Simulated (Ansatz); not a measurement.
**Relaxing RbH₂**

Method: DFT PBE, scalar-relativistic, plane waves, PAW (Ansatz). Cutoff 420 eV, Γ-centred k mesh, Gaussian smearing, no spin polarisation in the final step.

RbH₂ was placed on the cadmium chloride structure type (R-3m, No. 166), with Rb in place of Cd, H in place of Cl, at a guessed volume.

```xyz
3
Lattice="1.7389 1.0040 5.2520 -1.7389 1.0040 5.2520 0.0000 -2.0079 5.2520" Properties=species:S:1:pos:R:3 pbc="T T T"
Rb    0.0000    0.0000    0.0000
H     0.0000    0.0000   11.8170
H     0.0000    0.0000    3.9390
```

Steps on the 6×6×6 mesh (3 atoms). 11 of 11 steps are shown, and the free energy counts from the last. Trial steps that were taken back and renewals of the plane-wave basis can be among the rows.

| step | ΔF (meV/atom) | V (Å³/atom) | P (GPa) | largest force component (eV/Å) |
| --- | --- | --- | --- | --- |
| 1 | 364.9 | 18.34 | 7.20 | 0.507 |
| 2 | 251.3 | 20.20 | 3.54 | 0.273 |
| 3 | 177.3 | 21.49 | 1.73 | 0.224 |
| 4 | 111.7 | 22.01 | 0.64 | 0.259 |
| 5 | 58.7 | 21.81 | 0.20 | 0.283 |
| 6 | 19.0 | 21.27 | 0.44 | 0.196 |
| 7 | 6.1 | 21.62 | -0.02 | 0.020 |
| 8 | 5.3 | 21.89 | -0.50 | 0.007 |
| 9 | 3.7 | 21.23 | -0.16 | 0.015 |
| 10 | 3.2 | 20.71 | 0.03 | 0.011 |
| 11 | 0.0 | 20.71 | 0.11 | 0.011 |

A final relaxation ran on a 12×12×12 mesh. The relaxed crystal, R-3m (No. 166):

Space group R-3m:H (No. 166). a = 4.035 Å, b = 4.035 Å, c = 13.449 Å, α = 90.00°, β = 90.00°, γ = 120.00°
```tsv
atom	site	symmetry	x	y	z
Rb	3a	-3m	0.0000	0.0000	0.0000
H	6c	3m	0.0000	0.0000	0.8048
```

```yaml
Volume_per_atom: 21.07 Å³
Density: 2.30 g/cm³
Energy_over_the_elements: 0.66 eV/atom
Gap_on_the_12×12×12_mesh: 0 eV (a metal)
```

Formation energies are uncorrected and refer to the elements' standard structures at the same level (H₂ as a molecule).

The final run used a 12×12×12 mesh on its 3-atom cell and 0.10 eV smearing. The k mesh leaves about 4 meV/atom of noise in metals.

A structure relaxed within its symmetry needn't be a true minimum.

Cost: 3 runs of about 1.2 core-minutes in all, on Intel Xeon Platinum 8259CL (Skylake/Cascade Lake) (shared hosts).